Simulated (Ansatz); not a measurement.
W (bcc, W type): values from a third-order Birch-Murnaghan fit to a volume scan beside measured ones. Computed values: PBE (plane waves to 420 eV, PAW, scalar-relativistic; Ansatz, an electronic-structure program). Spin-orbit coupling is left out, though W is heavy. W is run without spin polarisation. W was relaxed with its symmetry unable to fall.

| quantity | reference | kind | PBE | difference |
|---|---|---|---|---|
| Lattice constant a (Å) | 3.16 | measured, corrected to the static lattice | 3.184 | +0.7 % |

PBE overestimates the lattice constant a by 0.7 %.

References as given in: Daniel Mejia-Rodriguez, S. B. Trickey, Physical Review B (2018), arXiv:1807.09216.

(A scan under strain: stresses follow from slopes of the energy per volume, elastic moduli from its curvatures.)
